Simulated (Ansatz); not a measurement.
Born–Oppenheimer molecular dynamics of BH₅OS (8 atoms, charge 0, multiplicity 1). It starts at the highest image of a converged band, a first-order saddle point between two minima.

Theory: RKS PBE0/cc-pVDZ in Ansatz 0.2.0.

| Property | Result |
| --- | --- |
| ensemble | NVE (velocity Verlet) |
| time step | 0.5 fs |
| steps asked | 200 |
| starting velocities drawn for | 300 K |
| seed | 5318 |

First frame:

```xyz
8
Properties=species:S:1:pos:R:3
B 0.063 0.237 0.267
O -0.220 -0.282 1.672
H -1.079 -0.722 1.709
H 1.199 0.042 -0.090
H -0.848 0.079 -0.516
S -0.083 2.224 0.864
H 1.202 2.377 1.268
H -0.343 1.071 1.846
```

How far do the bonds stretch over the last three quarters of this one trajectory? (Pairs bonded in most of those frames.)


```csv
bond,mean (Å),spread (Å),shortest,longest
B1–O2,1.360,0.015,1.33,1.40
B1–H4,1.214,0.019,1.18,1.24
B1–H5,1.217,0.026,1.17,1.26
O2–H3,0.966,0.017,0.94,1.00
S6–H7,1.355,0.012,1.34,1.37
S6–H8,1.359,0.010,1.34,1.38
```

Mean temperature of the second half: 941 K. The conserved energy stayed within 0.14 meV per atom of its start (net change 0.057 meV per atom), so the integration is sound. The kinetic energy rose, since the run started high on the potential surface and went downhill. It ends in pieces (BH3O + H2S), so much of that is their flight and rotation, not heat. A run of 0.1 ps of so small a system gives no equilibrium averages. The orbitals stay closed-shell, which can raise the energy where a bond breaks towards radicals; this wasn't checked here.

Time of the run: 6.8 min on 1 thread of Arm Neoverse V2, with other jobs on the host, peak memory 0.12 GiB.
